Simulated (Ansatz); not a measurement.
# Al2N+ (triplet): wave-function methods side by side, def2-QZVPP

One table from this session's results is given with a row withheld; the runs are named, their logs left out.

Program: Ansatz 0.2.0, Gaussian basis. Level of theory: def2-QZVPP, core rule «outside noble gas», up to 11 orbitals frozen. These are calculated values, not measurements.

Plan: UHF; ROHF; CCSD(T) on UHF.

2 further runs of the same task are left out: 2 set aside as unsound or not needed.

## The system

The geometry is a PBE0/def2-TZVP stationary point (not a proven minimum) of the parent state, kept for this charge and spin.

3 atoms, charge 1, spin multiplicity 3.

Atoms are counted from 1 here; the program's logs count them from 0.

Bond lengths: Al1–N2 1.714 Å, N2–Al3 1.714 Å. Angles: Al1–N2–Al3 180.0°.

The first run:

File in.yaml:

```yaml
crystal:
  periodic: [false, false, false]
  atoms:
    - {symbol: Al, position_ang: [0.000000, 0.000000, 1.714500]}
    - {symbol: N, position_ang: [0.000000, 0.000000, 0.000000]}
    - {symbol: Al, position_ang: [0.000000, 0.000000, -1.714500]}
basis:
  gaussian: {orbitals: "def2-QZVPP.json"}
total_charge: 1
magnetization: {spin_polarized: true, initial_magnetization: 2}
hamiltonian: {xc: hf}
output: {orbitals: {seedname: orbitals}}
```

Command:

```sh
ansatz run in.yaml --threads 1 --pin off --events-out ev --progress --plain --max-ram 2393MiB
```

Among the steps run: UHF; ROHF; CCSD(T) on UHF.

One table of the session follows, with a row left open; its other results are not shown here.

```
  method  from UCCSD(T) (kcal/mol)
    ROHF                   +196.92
     UHF                   +195.59
    UMP2                     +9.71
   UCCSD                         ?
UCCSD(T)                         0
```

Estimate the missing values for UCCSD.

As computed: from UCCSD(T) (kcal/mol): +11.66. In the column «from UCCSD(T) (kcal/mol)» it lies between UMP2 (+9.71) and UHF (+195.59).
